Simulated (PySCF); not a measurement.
Molecule: `C(C)CC(F)F`, C₄H₈F₂.

Geometry:
| atom | x (Å) | y (Å) | z (Å) |
| --- | --- | --- | --- |
| C1 | 1.890 | 0.388 | -0.226 |
| C2 | 0.457 | 0.630 | 0.218 |
| C3 | -0.407 | -0.619 | 0.138 |
| C4 | -1.845 | -0.374 | 0.510 |
| F5 | -2.404 | 0.522 | -0.341 |
| F6 | -2.555 | -1.522 | 0.415 |
| H7 | 2.491 | 1.307 | -0.164 |
| H8 | 2.382 | -0.375 | 0.398 |
| H9 | 1.929 | 0.034 | -1.269 |
| H10 | -0.001 | 1.418 | -0.403 |
| H11 | 0.449 | 1.015 | 1.253 |
| H12 | -0.019 | -1.408 | 0.802 |
| H13 | -0.404 | -1.032 | -0.885 |
| H14 | -1.967 | 0.019 | 1.536 |

Geometry PBE0-D3(BJ)/def2-SVP throughout; GIAO in PySCF 2.14, gas phase, one conformer, non-relativistic; equivalent atoms averaged; basis pcSseg-1.

For orientation, mPW1PW91 gives these absolute shieldings σ: C4 63.4, C3 144.0, C2 164.1, C1 167.6, F5/F6 310.4, H14 25.68, H12/H13 29.82, H10/H11 30.07, H7/H8/H9 30.28 ppm.

A run gave: C4 62.6, C3 142.4, C2 162.2, C1 166.9, F5/F6 290.5, H14 25.35, H12/H13 29.71, H10/H11 29.90, H7/H8/H9 30.14 ppm (absolute shieldings σ).

Task: Which functional was used in that run?
A. B97-2
B. PBE
C. LC-wPBE
D. OPBE
E. KT2

Result: E. C4 tells them apart best: KT2 gives 62.6, OPBE gives 66.2, B97-2 gives 64.8, PBE gives 54.9, LC-wPBE gives 67.3 ppm.
